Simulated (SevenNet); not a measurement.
## Rhombohedral A7 As

Method: the machine-learned potential SevenNet-l3i5 (trained on PBE and PBE+U data).

Cell (relaxed at this level):

```
CELL_PARAMETERS angstrom
      1.89339     1.09315     3.77374
     -1.89339     1.09315     3.77374
      0.00000    -2.18630     3.77374
ATOMIC_POSITIONS crystal
  As 0.22421 0.22421 0.22421
  As 0.77579 0.77579 0.77579
```

```json
{
  "lattice_constant_a": "3.787 Å",
  "lattice_parameter_c": "11.321 Å",
  "equilibrium_volume_per_atom": "23.43 Å³/atom"
}
```

Measured, for comparison: lattice constant a 3.760 Å, lattice parameter c 10.441 Å (4 K, zero-point motion not removed; as tabulated in Schiferl, Barrett, J. Appl. Cryst. 2, 30 (1969), as in the American …). Computed (rounded) less measured: lattice constant a +0.7 %, lattice parameter c +8.4 %.

A machine-learned potential is trained on density-functional data: it inherits that level's misses and adds fitting errors of its own.

Note: this model's volume lies 9 % above that of the starting cell (a measured, published or database cell).
